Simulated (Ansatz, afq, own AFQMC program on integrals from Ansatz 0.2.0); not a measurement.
BNH3⁺, singlet: AFQMC among the cluster methods

```xyz
5

B     0.0000   -0.1798    0.7865
N     0.0000    0.0674   -0.5650
H     0.0000    0.6578    1.6392
H     0.0000    0.9957   -0.9652
H     0.0000   -0.6620   -1.2589
```

Connectivity, by distances: BH–NH2.

Basis cc-pVTZ. Only valence electrons are correlated. AFQMC by an in-house program on the Cholesky factors that Ansatz 0.2.0 writes for its CCSD(T) run. ph-AFQMC/CISD is guided by a CISD state made of CCSD amplitudes; releasing the constraint for a short imaginary time cuts its bias at the price of noise, slowly where states lie close. ± is one standard error of the sampling.

Determinant: RHF, the one that the program's search chose, which needn't be the lowest solution. The geometry is a PBE0/def2-TZVP stationary point of this or a neighbouring charge and spin state.

No full CI on the walks' own integrals is used here; CCSDT(Q) serves as the reference and is uncertain by about the last step of the cluster series.

```
T1 diagnostic                               : 0.0159
weight of the determinant in the CISD state : 0.898
size of the correlated space                : 10 electrons in 100 orbitals
```

```tsv
level	correlation energy (eV)
MP2	-7.8321
CCSD	-8.3347
CCSD(T)	-8.6508
```

Estimate where AFQMC with the constraint released lies against CCSD(T) on the same integrals.

0.89 ± 0.25 mEh below CCSD(T).

Reference: CCSDT(Q), correlation energy -8.678 eV. The released energy is read at 2.40 1/Eh (meV from the phaseless value at times in 1/Eh: -7 ± 4 at 0.24, -2 ± 4 at 0.51, 2 ± 3 at 0.99, 2 ± 5 at 1.62, 2 ± 7 at 2.40).

| level | E − E(reference) (mEh) | share of correlation (%) |
| --- | --- | --- |
| CCSD(T) | 1.01 | 99.68 |
| CCSDT | 0.58 | 99.82 |
| ph-AFQMC/CISD | 0.05 ± 0.18 | 99.99 |
| released AFQMC | 0.12 ± 0.25 | 99.96 |

A walk keeps the symmetry of its determinant, which the program's search chose and which needn't be the lowest solution, so a lower state of the same spin and another symmetry isn't excluded. Released energies are given only where the last usable release times agree within the noise; a slower fall can still hide under it.
